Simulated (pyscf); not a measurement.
## Concerted two-bond exchange: H₂Se + silylene (SiH₂) [singlet] -> H₂Si=Se + hydrogen (H₂)

Gas phase, singlet surface, charge 0. Bonds broken: Se1–H2, Se1–H3. Bonds formed: Se1–Si4, H2–H3. Structures and frequencies: ωB97X-D3(BJ)/def2-SVP in PySCF.

Transition state (Å):

```xyz
6

Se     1.4252     0.2164    -0.4427
H      1.1512     1.8326    -0.4082
H      1.4657     1.5476     0.5136
Si    -0.4428    -1.1511    -0.2283
H     -1.4911    -0.2862    -0.8861
H     -0.7653    -0.9456     1.2323
```

One imaginary mode, 1333i cm⁻¹; descent along it reached the two sides named, in the forms told below.

| bond | change | reactant side (Å) | saddle | product side |
|---|---|---|---|---|
| Se1–H2 | breaks | 1.467 | 1.640 | 3.6 |
| Se1–H3 | breaks | 1.470 | 1.640 | 3.6 |
| Se1–Si4 | forms | 2.511 | 2.325 | 2.064 |
| H2–H3 | forms | 2.115 | 1.015 | 0.760 |

Electronic energies relative to the separated reactants (kcal/mol):

```csv
level,barrier,reaction energy,reverse barrier
ωB97X-D3(BJ)/def2-TZVP,16.1,-45.7,61.8
PBE/def2-TZVP,6.7,-43.8,50.5
r²SCAN/def2-TZVP,8.8,-47.4,56.2
B3LYP-D3(BJ)/def2-TZVP,15.4,-42.3,57.7
PBE0-D3(BJ)/def2-TZVP,11.1,-43.6,54.7
M06-2X/def2-TZVP,18.5,-43.4,61.8
ωB97M-D3(BJ)/def2-TZVP,20.9,-38.8,59.7
HF/def2-TZVP,40.6,-35.6,76.2
```

With ωB97M-D3(BJ)/def2-TZVP energies and thermal terms (ideal gas, 1 atm, RRHO with modes under 100 cm⁻¹ raised to 100, one conformer, R ln 2 for chiral ones without a mode under 150 cm⁻¹), in kcal/mol:

```tsv
T (K)	ΔH‡	ΔG‡	ΔH	ΔG
298	20.6	30.7	-38.1	-35.5
600	20.9	40.9	-37.4	-33.1
900	21.6	50.8	-36.8	-31.0
1200	22.3	60.4	-36.4	-29.2
```

On the reactant side the descent ends in an adduct with a Se–Si contact, 23.2 kcal/mol under the separated species and 39.2 kcal/mol under the saddle at ωB97X-D3(BJ)/def2-TZVP. What is counted as formed (Se–Si) is already present as a longer contact in the reactant adduct; forming that adduct is a step of its own. One saddle was located; it need not be the lowest between these sides. Elements up to Kr have no core potential and no relativistic terms here.
